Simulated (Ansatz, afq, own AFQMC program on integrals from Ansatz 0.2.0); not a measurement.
# Co⁺, quintet in def2-SVP, levels against full CI

A free Co cation.

Basis def2-SVP. Noble-gas cores (and the filled d shells of Ga–Kr and In–Xe) are frozen. AFQMC by an in-house program on the Cholesky factors that Ansatz 0.2.0 writes for its CCSD(T) run. The CISD trial takes its coefficients from CCSD amplitudes. Released means that phaseless walkers are propagated on without the constraint, phases kept. ± is one standard error of the sampling. The metal's outer-core s and p shells are frozen, which shifts wave-function levels against functionals.

Determinant: UHF, the one that the program's search chose, which needn't be the lowest solution.

Full CI on the same integrals is exact in this basis and with this determinant's frozen core.

Cautions: no relativity below Rb; outer-core shells of the metal frozen; the ph-AFQMC/HF walk drifts between its halves (2.3 errors).

- T1 diagnostic: 0.0061
- weight of the determinant in the CISD state: 0.976
- ⟨S²⟩ of the determinant: 6.002
- size of the correlated space: 8 electrons in 22 orbitals

Reference: full CI, correlation energy -3.267 eV. The released energy is read at 2.40 1/Eh (meV from the phaseless value at times in 1/Eh: -4 ± 3 at 0.24, -5 ± 4 at 0.51, -3 ± 4 at 0.99, -4 ± 4 at 1.62, 1 ± 6 at 2.40).

```json
{"level": "HF", "E − E(reference) (kJ/mol)": "315.2", "share of correlation (%)": "0.00"}
{"level": "MP2", "E − E(reference) (kJ/mol)": "12.3", "share of correlation (%)": "96.10"}
{"level": "CCSD", "E − E(reference) (kJ/mol)": "5.9", "share of correlation (%)": "98.13"}
{"level": "CCSD(T)", "E − E(reference) (kJ/mol)": "-0.4", "share of correlation (%)": "100.12"}
{"level": "CCSDT", "E − E(reference) (kJ/mol)": "-0.5", "share of correlation (%)": "100.17"}
{"level": "CCSDT(Q)", "E − E(reference) (kJ/mol)": "0.0", "share of correlation (%)": "99.99"}
{"level": "ph-AFQMC/HF", "E − E(reference) (kJ/mol)": "7.5 ± 1.8", "share of correlation (%)": "97.61"}
{"level": "ph-AFQMC/CISD", "E − E(reference) (kJ/mol)": "0.3 ± 0.3", "share of correlation (%)": "99.89"}
{"level": "released AFQMC", "E − E(reference) (kJ/mol)": "0.4 ± 0.6", "share of correlation (%)": "99.86"}
```

CCSDT and higher add their correlation energy to the determinant of the CCSD(T) run, since their own runs factorise the integrals more tightly (a shift of under 2 meV). A walk keeps the symmetry of its determinant, which the program's search chose and which needn't be the lowest solution, so a lower state of the same spin and another symmetry isn't excluded. Released energies are given only where the last usable release times agree within the noise; a slower fall can still hide under it.
